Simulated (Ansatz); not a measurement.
**Worked example: correlation energy of AsH$_{2}$⁻, singlet**

Geometry: a PBE0/def2-TZVPD stationary point for this spin, not checked as a minimum.

```tsv
atom	x (Å)	y (Å)	z (Å)
As	0.0000	-0.0283	0.0000
H	0.0000	1.0529	-1.0973
H	0.0000	1.0529	1.0972
```

Basis aug-cc-pVTZ; Ansatz 0.2.0. Only valence electrons are correlated (noble-gas cores and the filled d shells of p-block atoms frozen), which leaves 8 electrons in 91 orbitals. Prefix R: restricted or restricted open-shell reference. No spin–orbit coupling is included, and no scalar relativity.

Full CI isn't at hand for all of this; RCCSDT(Q) serves as the reference, and is uncertain by about the last step of the cluster series.

Runs differ by some tens of microhartree through their thresholds, so steps under 0.03 kcal/mol mean nothing.

| level | total energy (hartree) |
| --- | --- |
| RHF | -2235.392154 |
| RMP2 | -2235.557685 |
| RCCSD | -2235.579729 |
| RCCSD(T) | -2235.587817 |
| RCCSDT | -2235.588607 |
| RCCSDT(Q) | -2235.589026 |

Q: What is the correlation energy at RCCSDT(Q), and what share of it do RMP2 and RCCSD(T) recover?

A: E(corr) = -2235.589026 − (-2235.392154) = -0.196872 hartree = -5.357 eV. RMP2: -0.165531 / -0.196872 = 84.08 %. RCCSD(T): -0.195663 / -0.196872 = 99.39 %.

Q: By how many kcal/mol does RCCSD(T) miss RCCSDT(Q) (1 hartree = 627.509 kcal/mol), and which steps make up the rest?

A: -2235.587817 − (-2235.589026) = 0.001209 hartree = 0.76 kcal/mol. Steps: RCCSDT − RCCSD(T) = -0.50, RCCSDT(Q) − RCCSDT = -0.26 kcal/mol. That is within 1 kcal/mol of the reference in this basis, which itself misses far more of the correlation at the basis-set limit.
